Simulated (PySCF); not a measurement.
# `C1=COC1`, C3H4O

Geometry (Å), atoms numbered from 1 in this order:
```xyz
8

C     0.532   -0.192   -0.221
C     0.627    0.715    0.763
O    -0.685    0.746    1.157
C    -0.932   -0.243    0.121
H     1.192   -0.672   -0.937
H     1.376    1.341    1.255
H    -1.319   -1.176    0.561
H    -1.640    0.150   -0.626
```

Method: quadratic response CAM-B3LYP/def2-SVPD first hyperpolarisability, Taylor convention, gas phase (PySCF 2.14.0). Geometry: PBE0-D3(BJ)/def2-SVP.

Give the tensor of the second harmonic β(−2ω;ω,ω) at 1064 nm in the axes of these coordinates.

In au, Taylor convention; rows are the first index (the induced dipole):
```
      xx     yy     zz     xy     xz     yz
x  -21.9  -28.4  -28.5  +14.2  +13.1  -14.3
y  +15.4  +19.0  -12.2  -29.5  -14.5   -6.5
z  +14.1   -6.8  +38.9  -14.1  -30.1  -12.2
```
Norm of βᵢ = ⅓ Σⱼ (βᵢⱼⱼ + βⱼᵢⱼ + βⱼⱼᵢ): 95.2 au, hyper-Rayleigh value 41.0 au.
